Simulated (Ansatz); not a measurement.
in.yaml

```yaml
crystal:
  periodic: [false, false, false]
  atoms:
    - {symbol: Si, position_ang: [0.000000, 0.000000, 0.000000]}
    - {symbol: Cl, position_ang: [0.000000, 0.000000, 2.305000]}
basis:
  gaussian: {orbitals: 6-31G}
magnetization: {spin_polarized: false, initial_magnetization: 3}
correlation: {method: ccsdtq, electrons: outside_noble_gas}
```

```sh
$ ansatz run in.yaml --threads 1 --pin off --events-out ev --progress --plain --max-ram 2393MiB
```

The program prints:

```
495 factors; integrals over basis functions are off by at most 5.8e-8 eV
mean field evaluation 1: about -20360.5567 eV, gradient 7.1e0 eV
mean field evaluation 2: about -20360.5593 eV, gradient 7.1e0 eV
mean field evaluation 4: about -20361.2946 eV, gradient 1.8e0 eV
mean field evaluation 8: about -20361.4130 eV, gradient 3.0e-1 eV
mean field evaluation 16: about -20361.2881 eV, gradient 1.8e0 eV
mean field evaluation 32: about -20360.5374 eV, gradient 1.5e0 eV
mean field evaluation 64: about -20358.1469 eV, gradient 2.6e-2 eV
mean field evaluation 96: about -20360.2261 eV, gradient 8.7e-4 eV
mean field evaluation 128: about -20358.1485 eV, gradient 9.1e-2 eV
mean field evaluation 160: about -20360.2950 eV, gradient 1.3e1 eV
...
cycle  10  -2.01944827 eV  change    2.2e-5 eV  update   1.1e-4
cycle  11  -2.01942730 eV  change    2.1e-5 eV  update   5.8e-5
cycle  12  -2.01943165 eV  change   -4.3e-6 eV  update   6.1e-5
cycle  13  -2.01943442 eV  change   -2.8e-6 eV  update   2.6e-5
cycle  14  -2.01943999 eV  change   -5.6e-6 eV  update   6.8e-6
cycle  15  -2.01944442 eV  change   -4.4e-6 eV  update   9.2e-6
cycle  16  -2.01944564 eV  change   -1.2e-6 eV  update   5.6e-6
cycle  17  -2.01944516 eV  change    4.7e-7 eV  update   3.4e-6
cycle  18  -2.01944457 eV  change    5.9e-7 eV  update   9.9e-7
cycle  19  -2.01944395 eV  change    6.3e-7 eV  update   8.0e-7
Total energy: -20363.43590608 eV, -748.3424667160 hartree
```

For the same geometry and basis full CI lies 0.0 meV higher.

Ran on 1 thread of Arm Neoverse N1, shared host: 70 s wall, 0.47 GiB peak host memory.
